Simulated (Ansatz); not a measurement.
A nudged elastic band was laid between two geometries of H$_{5}$N$_{2}$Si (8 atoms, charge 0, multiplicity 2).

Theory: Ansatz 0.2.0, UKS B3LYP/def2-SVP.

```
movable images  : 9
climbing image  : yes
spring          : 5.0 eV/Å²
optimiser       : quadratic models (default)
start path      : IDPP
force threshold : 0.05 eV/Å
iteration limit : 60
end points      : relaxed
```

Image 0:

```xyz
8
Properties=species:S:1:pos:R:3
N -1.037 0.641 -0.769
Si 0.541 0.590 -0.058
N 0.785 -1.063 0.435
H -1.821 0.110 -0.398
H -1.328 1.383 -1.395
H 0.745 1.369 1.224
H 0.738 -1.811 -0.251
H 1.469 -1.275 1.156
```

Image 10:

```xyz
8
Properties=species:S:1:pos:R:3
N -1.044 0.641 -0.758
Si 0.540 0.592 -0.058
N 0.789 -1.062 0.430
H -1.828 0.115 -0.379
H -1.336 1.374 -1.394
H 0.753 1.367 1.225
H 1.489 -1.276 1.135
H 0.729 -1.808 -0.258
```

Question: What changes between the two ends?

Answer: No bond is made or broken. The dihedral N1–Si2–N3–H8 goes from -158 to 58°. The two ends are copies of one structure, up to a mirror image or an exchange of like atoms.

Question: Give the energies along the band, and the barrier.

Answer: It converged. The highest image is number 7 of 0 to 10, 0.065 eV above the ends, which have the same energy within 2 meV. The profile has 2 maxima (images 2, 7) with wells between them (image 5): this band takes more than one step, which may be the mechanism or a detour left from its start path. A vibrational analysis at the climbing image gives one clearly imaginary mode, 201i cm⁻¹: a first-order saddle point.

| image | path coordinate (Å) | energy (eV) | dihedral N1–Si2–N3–H8 (°) |
| --- | --- | --- | --- |
| 0 | 0.00 | 0.000 | -158 |
| 1 | 0.55 | 0.018 | -137 |
| 2 | 1.11 | 0.043 | -114 |
| 3 | 1.66 | 0.040 | -88 |
| 4 | 2.21 | 0.010 | -60 |
| 5 | 2.76 | 0.003 | -13 |
| 6 | 3.32 | 0.038 | 30 |
| 7 | 3.87 | 0.065 | 56 |
| 8 | 4.34 | 0.051 | 66 |
| 9 | 4.81 | 0.016 | 67 |
| 10 | 5.28 | 0.000 | 58 |

Question: What is the geometry of the highest image?

Answer: 
```xyz
8
Properties=species:S:1:pos:R:3
N -1.234 0.728 0.075
Si 0.360 0.337 -0.552
N 0.959 -1.052 0.334
H -1.960 0.017 0.002
H -1.623 1.618 -0.232
H 1.260 1.499 -0.216
H 1.933 -1.304 0.179
H 0.398 -1.901 0.355
```

The run took 7.1 min on 1 thread of Arm Neoverse V1 (shared host), peak memory 0.16 GiB.
